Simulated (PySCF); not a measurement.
## Basis-set dependence of population analyses: CH3CH2CH2CHF2

Compound: CH3CH2CH2CHF2, C₄H₈F₂.
Structure used (PBE0-D3(BJ)/def2-SVP), in Å, numbered top down from 1:
```
atom  x, y, z in Å
C1     1.8900    0.3875   -0.2264
C2     0.4570    0.6303    0.2177
C3    -0.4073   -0.6193    0.1376
C4    -1.8448   -0.3745    0.5096
F5    -2.4040    0.5216   -0.3409
F6    -2.5550   -1.5223    0.4147
H7     2.4906    1.3069   -0.1640
H8     2.3816   -0.3754    0.3981
H9     1.9291    0.0343   -1.2690
H10   -0.0012    1.4176   -0.4027
H11    0.4488    1.0154    1.2528
H12   -0.0188   -1.4085    0.8022
H13   -0.4038   -1.0324   -0.8853
H14   -1.9671    0.0185    1.5361
```

PBE0 throughout (PySCF), one geometry, spherical d and f functions. The structure is a single PBE0-D3(BJ)/def2-SVP conformer in the gas phase; no vibrational or solvent corrections. Atoms taken as equivalent share a column and are averaged. The first 7 of 9 kinds of atom are listed.

Mulliken charges (e):

```csv
basis,functions,C1,C2,C3,C4,F5/F6,H7/H8/H9,H10/H11
pcSseg-0,70,-0.625,-0.546,-0.573,+0.533,-0.364,+0.233,+0.249
cc-pVDZ,124,-0.077,-0.131,-0.112,+0.391,-0.211,+0.046,+0.046
pcSseg-1,142,-0.274,-0.309,-0.301,+0.532,-0.305,+0.117,+0.129
aug-cc-pVDZ,210,+0.419,+0.529,+0.208,+1.488,-0.481,-0.124,-0.255
IGLO-III,290,-0.360,-0.221,-0.209,+0.297,-0.235,+0.119,+0.125
cc-pVTZ,292,-0.298,-0.184,-0.204,+0.360,-0.193,+0.099,+0.097
pcSseg-2,328,-0.058,-0.086,-0.055,+0.536,-0.278,+0.031,+0.034
```

IAO charges (e):

```json
{"basis": "pcSseg-0", "functions": "70", "C1": "-0.419", "C2": "-0.268", "C3": "-0.308", "C4": "+0.400", "F5/F6": "-0.284", "H7/H8/H9": "+0.143", "H10/H11": "+0.143"}
{"basis": "cc-pVDZ", "functions": "124", "C1": "-0.407", "C2": "-0.245", "C3": "-0.287", "C4": "+0.453", "F5/F6": "-0.302", "H7/H8/H9": "+0.137", "H10/H11": "+0.133"}
{"basis": "pcSseg-1", "functions": "142", "C1": "-0.406", "C2": "-0.248", "C3": "-0.287", "C4": "+0.455", "F5/F6": "-0.308", "H7/H8/H9": "+0.137", "H10/H11": "+0.134"}
{"basis": "aug-cc-pVDZ", "functions": "210", "C1": "-0.418", "C2": "-0.251", "C3": "-0.291", "C4": "+0.457", "F5/F6": "-0.313", "H7/H8/H9": "+0.141", "H10/H11": "+0.137"}
{"basis": "IGLO-III", "functions": "290", "C1": "-0.422", "C2": "-0.254", "C3": "-0.294", "C4": "+0.460", "F5/F6": "-0.314", "H7/H8/H9": "+0.142", "H10/H11": "+0.138"}
{"basis": "cc-pVTZ", "functions": "292", "C1": "-0.421", "C2": "-0.254", "C3": "-0.294", "C4": "+0.463", "F5/F6": "-0.312", "H7/H8/H9": "+0.142", "H10/H11": "+0.138"}
{"basis": "pcSseg-2", "functions": "328", "C1": "-0.420", "C2": "-0.253", "C3": "-0.294", "C4": "+0.463", "F5/F6": "-0.314", "H7/H8/H9": "+0.142", "H10/H11": "+0.138"}
```

Some averages cover members that differ in this geometry, most widely: H10/H11, Mulliken in aug-cc-pVDZ -0.273 to -0.237; H10/H11, Mulliken in IGLO-III +0.111 to +0.139 e.

Which scheme is steadiest as the basis changes?

Largest range over the bases for any column: IAO 0.06 e, Mulliken 1.19 e. IAO charges move least and Mulliken charges most, counted in e.

How much do the charges still move between the two largest bases, cc-pVTZ and pcSseg-2?

At most, over all atoms: Mulliken 0.240 e, IAO 0.002 e.

What do the same runs give for the total energy, the frontier levels and the dipole moment?

```csv
basis,energy (Eh),HOMO (eV),LUMO (eV),μ (D)
pcSseg-0,-355.7319,-9.26,2.11,2.45
cc-pVDZ,-356.5700,-9.03,1.88,2.06
pcSseg-1,-356.5207,-9.29,1.42,2.24
aug-cc-pVDZ,-356.5993,-9.30,-0.08,2.30
IGLO-III,-356.7089,-9.31,0.76,2.29
cc-pVTZ,-356.6857,-9.22,1.20,2.17
pcSseg-2,-356.7005,-9.32,0.58,2.32
```

The dipole is fixed by the density alone, so its range of 0.39 D shows that the density itself changes with the basis, not only its division among atoms.
